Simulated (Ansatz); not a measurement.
Relaxation of BH7NSi (10 atoms, charge 0, multiplicity 2), to a largest force component of 0.03 eV/Å in at most 50 steps.

Level of theory: UKS B3LYP/6-31G* in Ansatz 0.2.0.

```xyz
10
Properties=species:S:1:pos:R:3:forces:R:3
B 0.026 -0.288 -0.528 -0.01 -0.02 -0.06
H -0.085 -0.299 1.861 -0.01 -0.07 -0.24
N 1.312 -0.032 -0.970 0.05 -0.01 -0.03
H 2.050 -0.726 -0.954 -0.03 0.03 -0.01
H 1.620 0.859 -1.352 -0.02 -0.01 0.02
H -0.867 0.508 -0.534 0.01 0.02 -0.04
Si -0.046 -0.065 3.312 0.00 0.07 0.32
H -0.784 -1.150 4.011 0.00 -0.01 0.02
H 1.367 -0.050 3.775 0.00 0.00 0.01
H -0.677 1.244 3.631 0.01 -0.01 0.01
```

**Question.** Where does it end, and by what steps?

**Answer.** The forces met the threshold. The force dipped under the threshold on the way, but the program's further checks kept it going. After 44 steps the energy has fallen by 0.065 eV; H2 moved furthest, 1.34 Å.

| step | energy less start (eV) | largest force component (eV/Å) | accepted |
| --- | --- | --- | --- |
| 0 | 0.0000 | 0.316 | yes |
| 2 | -0.0269 | 0.056 | yes |
| 4 | -0.0289 | 0.054 | yes |
| 6 | -0.0293 | 0.226 | no |
| 8 | -0.0299 | 0.197 | no |
| 10 | -0.0309 | 0.092 | yes |
| 12 | -0.0315 | 0.053 | yes |
| 14 | -0.0320 | 0.092 | yes |
| 16 | -0.0326 | 0.030 | yes |
| 18 | -0.0332 | 0.058 | yes |
| 20 | -0.0342 | 0.048 | yes |
| 22 | -0.0349 | 0.073 | yes |
| 24 | -0.0359 | 0.015 | yes |
| 26 | -0.0384 | 0.094 | yes |
| 28 | -0.0426 | 0.195 | yes |
| 30 | -0.0497 | 0.145 | yes |
| 32 | -0.0550 | 0.138 | yes |
| 34 | -0.0585 | 0.176 | yes |
| 36 | -0.0608 | 0.129 | yes |
| 38 | -0.0628 | 0.093 | yes |
| 40 | -0.0640 | 0.102 | yes |
| 42 | -0.0647 | 0.033 | yes |
| 44 | -0.0650 | 0.021 | yes |

```xyz
10
Properties=species:S:1:pos:R:3
B -0.006 -0.128 -1.239
H -0.752 -1.263 2.505
N 1.127 0.121 -0.482
H 1.741 -0.610 -0.144
H 1.440 1.051 -0.214
H -0.737 0.725 -1.651
Si 0.066 -0.232 3.192
H -0.113 -0.354 4.663
H 1.503 -0.434 2.864
H -0.355 1.125 2.757
```

Whether the end is a true minimum wasn't checked by a vibrational analysis.

Time of the run: 2.4 min on 1 thread of Arm Neoverse V1, with other jobs on the host, peak memory 0.15 GiB.
